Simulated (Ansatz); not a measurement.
The cell is built from the bcc type as a first guess.

Mo: DFT, PBE, PAW with Ansatz's default frozen-core files, scalar-relativistic (Ansatz 0.2.0).

The relaxation starts from this cell:

```
CELL_PARAMETERS angstrom
-1.57128 1.57128 1.57128
1.57128 -1.57128 1.57128
1.57128 1.57128 -1.57128
ATOMIC_POSITIONS crystal
Mo 0.00000 0.00000 0.00000
```

Output:

```
Engine: ansatz 0.2.0
Pseudopotentials: kind: paw
Pseudopotential: Mo, paw, valence charge 14, recommended cutoff 420 eV (normal)
Functional definition: PBE
  parameter kappa = 0.804
  parameter beta = 0.06672455060314922
  exchange = pbe_x(kappa = kappa, mu = beta*pi^2/3)
  correlation = pbe_c(beta = beta)
Crystal: 1 atoms, lattice volume = 15.517 Å³
Basis set: ecut = 420 eV, 321 PW (Γ), exchange–correlation on 40×40×40 points (8 copies of the dense FFT grid, shifted against one another)
Bands: 11, of which v1, the nominal top of the filled ones, is band 7 counted from 1 (6 counted from 0)
Symmetry: 48 space group operations
Space group: Im-3m (ITA 229), of the structure as read, at distance tolerance 2.5e-5 Å
k-points: 145 of 4096
Non-local potential: Mo, projectors of the file, l = 0: 3, l = 1: 2, l = 2: 2, l = 3: 1
PAW form: soft (Blöchl's): semilocal exchange-correlation on the pseudo side does not see the compensation charge
PAW one-centre angular grid: Mo, 590 points (default); XC on 64 Gauss nodes
Initial density: superposition of atomic densities (neutral atoms: chi_scale 0, normalization atom), corrected by the library's trained network
Initial wavefunctions: pseudopotential atomic-orbital guess
Functional: x = pbe(κ = 0.804, μ = 0.2195149727645171), c = pbe(β = 0.06672455060314922)
SCF iter   1: F=—  HF=-4956.023692 eV  |F-HF|=—  |Δ(HF+E_count)|=         —  Δρ=2.06e-3  dr2=2.99e-4  ethr=1.77e-3  ⟨swp⟩=5.3  Hψ=9457  notcnv=0
preconditioner: auto → none  [metal: Δε(μ)=0.021 eV  Ē_g=8.395 eV  σ=0.030 eV  W_gap=0.17  n_scr=0 (ndim 8)  ℏωp=23.1 eV  f_vac=0.000  D(μ)=0.35/eV (n_scr^D=0)]
SCF iter   2: F=—  HF=-4956.023718 eV  |F-HF|=—  |Δ(HF+E_count)|=   2.54e-5  Δρ=1.06e-3  dr2=6.12e-5  ethr=2.13e-6  ⟨swp⟩=2.6  Hψ=3871  notcnv=0  defer=1
SCF iter   3: F=—  HF=-4956.023741 eV  |F-HF|=—  |Δ(HF+E_count)|=   2.32e-5  Δρ=2.36e-4  dr2=6.87e-6  ethr=4.37e-7  ⟨swp⟩=2.4  Hψ=2587  notcnv=0  defer=1
SCF iter   4: F=—  HF=-4956.023739 eV  |F-HF|=—  |Δ(HF+E_count)|=   1.47e-6  Δρ=5.94e-5  dr2=1.95e-7  ethr=4.90e-8  ⟨swp⟩=2.4  Hψ=2238  notcnv=0  defer=1
iter 5 did not close the SCF: its close was put off for the readings that it lacked (scf_convergence_deferred on its scf_iter line)
SCF iter   5: F=-4956.023739 eV  HF=-4956.023739 eV  |F-HF|=8.59e-10  |Δ(HF+E_count)|=   2.93e-8  Δρ=1.00e-5  dr2=4.93e-9  ethr=1.39e-9  ⟨swp⟩=2.1  Hψ=2574  notcnv=0  defer=1
SCF iter   6: F=-4956.023739 eV  HF=-4956.023739 eV  |F-HF|=3.68e-10  |Δ(HF+E_count)|=   2.53e-9  Δρ=3.72e-6  dr2=6.39e-10  ethr=3.52e-11  ⟨swp⟩=1.1  Hψ=4806  notcnv=0
SCF 1 converged in 6 iterations: F = -4956.023739 eV  dr2 = 6.39e-10
  greatest PAW one-centre occupation: 0.998 electrons in one spin orbital (limit 2), on the Mo atom at site 0 (counted from 0), in its partial waves of l = 0
relax step   1: F+E_penalty+E_count = -4956.02373918 eV  Δ(F+E_penalty+E_count) = +0.000e0 eV  max|allowed force component| = 0.000e0 eV/Å  Δτ_max = 0.0000 Å  P = +4.489 GPa  Ω = 15.517 Å³  (6 SCF iters, dr2 threshold 1.00e-7 eV, accepted)
Crystal: 1 atoms, lattice volume = 16.281 Å³
Initial density: handed on by an earlier stage of this run
Initial wavefunctions: those handed on with the density
iter 1 solved again at ethr=3.19e-6 eV; its pass at ethr=3.10e-3 eV (dr2=4.46e-4 eV) is discarded
SCF iter   1: F=—  HF=-4956.014505 eV  |F-HF|=—  |Δ(HF+E_count)|=         —  Δρ=2.75e-3  dr2=4.71e-4  ethr=3.19e-6  ⟨swp⟩=2.4  Hψ=12393  notcnv=0
preconditioner: auto → none  [metal: Δε(μ)=0.028 eV  Ē_g=7.986 eV  σ=0.030 eV  W_gap=0.22  n_scr=0 (ndim 8)  ℏωp=22.5 eV  f_vac=0.000  D(μ)=0.40/eV (n_scr^D=0)]
SCF iter   2: F=—  HF=-4956.014691 eV  |F-HF|=—  |Δ(HF+E_count)|=   1.86e-4  Δρ=1.41e-3  dr2=1.07e-4  ethr=3.19e-6  ⟨swp⟩=1.0  Hψ=1595  notcnv=0
SCF iter   3: F=—  HF=-4956.014767 eV  |F-HF|=—  |Δ(HF+E_count)|=   7.63e-5  Δρ=2.16e-4  dr2=7.55e-6  ethr=7.65e-7  ⟨swp⟩=2.0  Hψ=2464  notcnv=0
SCF iter   4: F=—  HF=-4956.014765 eV  |F-HF|=—  |Δ(HF+E_count)|=   2.52e-6  Δρ=4.03e-5  dr2=7.18e-8  ethr=7.14e-10  ⟨swp⟩=3.1  Hψ=6551  notcnv=0
SCF iter   5: F=-4956.014765 eV  HF=-4956.014765 eV  |F-HF|=4.86e-9  |Δ(HF+E_count)|=   2.18e-8  Δρ=6.11e-6  dr2=5.62e-9  ethr=5.13e-10  ⟨swp⟩=2.1  Hψ=5653  notcnv=0
SCF 2 converged in 5 iterations: F = -4956.014765 eV  dr2 = 5.62e-9
relax step   2: F+E_penalty+E_count = -4956.01476499 eV  Δ(F+E_penalty+E_count) = +8.974e-3 eV  max|allowed force component| = 0.000e0 eV/Å  Δτ_max = 0.0000 Å  P = -7.645 GPa  Ω = 16.281 Å³  energy of the carried Pulay correction = -2.282e-4 eV  (5 SCF iters, dr2 threshold 1.00e-7 eV, rejected (line search))
Crystal: 1 atoms, lattice volume = 15.791 Å³
iter 1 solved again at ethr=1.41e-6 eV; its pass at ethr=3.10e-3 eV (dr2=1.97e-4 eV) is discarded
SCF iter   1: F=—  HF=-4956.027149 eV  |F-HF|=—  |Δ(HF+E_count)|=         —  Δρ=1.76e-3  dr2=1.90e-4  ethr=1.41e-6  ⟨swp⟩=1.6  Hψ=12043  notcnv=0
preconditioner: auto → none  [metal: Δε(μ)=0.053 eV  Ē_g=8.246 eV  σ=0.030 eV  W_gap=0.39  n_scr=0 (ndim 8)  ℏωp=22.9 eV  f_vac=0.000  D(μ)=0.36/eV (n_scr^D=0)]
SCF iter   2: F=—  HF=-4956.027216 eV  |F-HF|=—  |Δ(HF+E_count)|=   6.65e-5  Δρ=9.03e-4  dr2=4.18e-5  ethr=1.36e-6  ⟨swp⟩=1.0  Hψ=1595  notcnv=0
SCF iter   3: F=—  HF=-4956.027244 eV  |F-HF|=—  |Δ(HF+E_count)|=   2.82e-5  Δρ=1.45e-4  dr2=3.17e-6  ethr=2.99e-7  ⟨swp⟩=2.0  Hψ=2450  notcnv=0
SCF iter   4: F=—  HF=-4956.027244 eV  |F-HF|=—  |Δ(HF+E_count)|=   4.07e-7  Δρ=2.50e-5  dr2=2.57e-8  ethr=2.26e-8  ⟨swp⟩=2.0  Hψ=2354  notcnv=0
SCF iter   5: F=—  HF=-4956.027244 eV  |F-HF|=—  |Δ(HF+E_count)|=   2.10e-7  Δρ=3.76e-6  dr2=1.76e-9  ethr=1.84e-10  ⟨swp⟩=2.0  Hψ=2593  notcnv=0
SCF iter   6: F=-4956.027244 eV  HF=-4956.027244 eV  |F-HF|=3.64e-12  |Δ(HF+E_count)|=  7.69e-10  Δρ=2.48e-7  dr2=5.88e-12  ethr=1.00e-12  ⟨swp⟩=4.0  Hψ=7559  notcnv=0
SCF 3 converged in 6 iterations: F = -4956.027244 eV  dr2 = 5.88e-12
relax step   3: F+E_penalty+E_count = -4956.02724376 eV  Δ(F+E_penalty+E_count) = -3.505e-3 eV  max|allowed force component| = 0.000e0 eV/Å  Δτ_max = 0.0000 Å  P = -0.223 GPa  Ω = 15.791 Å³  energy of the carried Pulay correction = -8.316e-5 eV  (6 SCF iters, accepted)
Crystal: 1 atoms, lattice volume = 15.778 Å³
iter 1 solved again at ethr=1.28e-9 eV; its pass at ethr=3.10e-3 eV (dr2=1.79e-7 eV) is discarded
SCF iter   1: F=—  HF=-4956.027257 eV  |F-HF|=—  |Δ(HF+E_count)|=         —  Δρ=4.96e-5  dr2=1.41e-7  ethr=1.28e-9  ⟨swp⟩=2.2  Hψ=11431  notcnv=0
preconditioner: auto → none  [metal: Δε(μ)=0.057 eV  Ē_g=8.253 eV  σ=0.030 eV  W_gap=0.42  n_scr=0 (ndim 8)  ℏωp=22.9 eV  f_vac=0.000  D(μ)=0.36/eV (n_scr^D=0)]
SCF iter   2: F=-4956.027257 eV  HF=-4956.027257 eV  |F-HF|=2.26e-8  |Δ(HF+E_count)|=   4.33e-8  Δρ=2.55e-5  dr2=3.33e-8  ethr=7.14e-10  ⟨swp⟩=2.3  Hψ=4864  notcnv=0
SCF 4 converged in 2 iterations: F = -4956.027257 eV  dr2 = 3.33e-8
relax step   4: F+E_penalty+E_count = -4956.02725733 eV  Δ(F+E_penalty+E_count) = -1.357e-5 eV  max|allowed force component| = 0.000e0 eV/Å  Δτ_max = 0.0000 Å  P = +0.004 GPa  Ω = 15.778 Å³  energy of the carried Pulay correction = -7.903e-5 eV  (2 SCF iters, dr2 threshold 1.00e-7 eV, accepted)
Initial wavefunctions: pseudopotential atomic-orbital guess (no wavefunctions were taken with the density)
iter 1 solved again at ethr=2.32e-8 eV; its pass at ethr=3.10e-3 eV (dr2=3.24e-6 eV) is discarded
SCF iter   1: F=—  HF=-4956.027334 eV  |F-HF|=—  |Δ(HF+E_count)|=         —  Δρ=5.29e-5  dr2=6.82e-8  ethr=2.32e-8  ⟨swp⟩=3.2  Hψ=14308  notcnv=0
SCF iter   2: F=—  HF=-4956.027334 eV  |F-HF|=—  |Δ(HF+E_count)|=   6.97e-7  Δρ=2.68e-5  dr2=1.76e-8  ethr=4.87e-10  ⟨swp⟩=1.2  Hψ=1773  notcnv=0
SCF iter   3: F=—  HF=-4956.027334 eV  |F-HF|=—  |Δ(HF+E_count)|=   2.00e-8  Δρ=2.14e-6  dr2=7.77e-10  ethr=1.25e-10  ⟨swp⟩=2.1  Hψ=2545  notcnv=0
SCF iter   4: F=-4956.027334 eV  HF=-4956.027334 eV  |F-HF|=3.64e-12  |Δ(HF+E_count)|=  2.89e-10  Δρ=4.14e-7  dr2=7.88e-12  ethr=1.00e-12  ⟨swp⟩=4.0  Hψ=7461  notcnv=0
SCF 5 converged in 4 iterations: F = -4956.027334 eV  dr2 = 7.88e-12
relax step   5: F+E_penalty+E_count = -4956.02733436 eV  Δ(F+E_penalty+E_count) = -7.704e-5 eV  max|allowed force component| = 0.000e0 eV/Å  Δτ_max = 0.0000 Å  P = -0.000 GPa  Ω = 15.778 Å³  stress off target by 2.00e-4 GPa  SCF on the basis re-selected at this cell (its energy is not comparable with the rows above)  (4 SCF iters)
basis re-selected at this cell: Δ(F+E_penalty+E_count) = -7.704e-5 eV, ΔP = -0.004 GPa vs the last step (what re-selecting the basis moved, of the pressure what is left beyond the Pulay correction that the steps carried, after the strain that the cell walked since its last selection, with what the two solves' SCF thresholds leave and, on support functions, any second-order correction that the steps lacked; it is no measure of the basis error at this ecutwfc). This SCF's stress stands 2.00e-4 GPa from its target on what of the cell is left free (relax.cell.stress_tol is 5.00e-2 GPa) and its largest allowed force component is 0.00e0 eV/Å (relax.f_tol is 5.00e-3 eV/Å): within both
SCF converged after 4 iterations
Free energy (F): -4956.027334 eV
Harris-Foulkes:  -4956.027334 eV  (|F-HF|=3.64e-12)
Internal energy: -4956.026189 eV  (E = F + TS)
E sigma→0 (E₀):  -4956.026762 eV
Entropy (-TS):   -0.001145 eV (-1.145 meV/atom)
Fermi energy:    20.879706 eV
--- Per-component energies (eV) ---
  E_band       = -57.837033
  E_kinetic    = 440.675568
  E_local      = -790.630781  (includes V_loc(G=0)·N_el)
  E_nonlocal   = 142.568826
  E_hartree    = 261.210210
  E_xc         = -183.503598
  E_vxc        = -229.028720  (∫ρ·V_xc dr)
  E_paw        = -3201.186812  (= ΣΔE_a)
  E_vpaw       = -143.842381  (= ΣTr[D̂ρ^β])
  E_aug_tail   = 0.000042  (compensation charges beyond the density's cutoff)
  E_ewald      = -1625.159643
  E_smearing   = -0.001145  (= −TS)
  E_closure    = -0.000000  (closes the sum)
  Σ components = -4956.027334   (vs F -4956.027334, Δ=0.00e0)
--- Forces (eV/Å), atoms counted from 1 ---
  atom   1  Mo    -0.00000000     0.00000000     0.00000000
  max |Σ_I F_I| component: 7.19e-32 eV/Å
--- Stress (GPa, compression-positive) ---
       -0.000200       0.000000      -0.000000
        0.000000      -0.000200      -0.000000
       -0.000000       0.000000      -0.000200
  P = ⅓ Tr σ = -0.0002 GPa (-0.002 kbar)
--- Relaxed structure (4 steps of the walk, 3 accepted, 1 SCFs on fresh bases) ---
  F+E_penalty+E_count = -4956.02733436 eV   max|allowed force component| = 0.000e0 eV/Å   (the final SCF, on the basis selected at the relaxed cell)
  cell:  # Å, volume = 15.7778 Å³
    - [-1.5800170237986515, 1.5800170237986515, 1.5800170237986515]
    - [1.5800170237986515, -1.5800170237986515, 1.5800170237986515]
    - [1.5800170237986515, 1.5800170237986515, -1.5800170237986515]
  atoms:
    - { symbol: Mo, position: [0.0, 0.0, 0.0] }
```
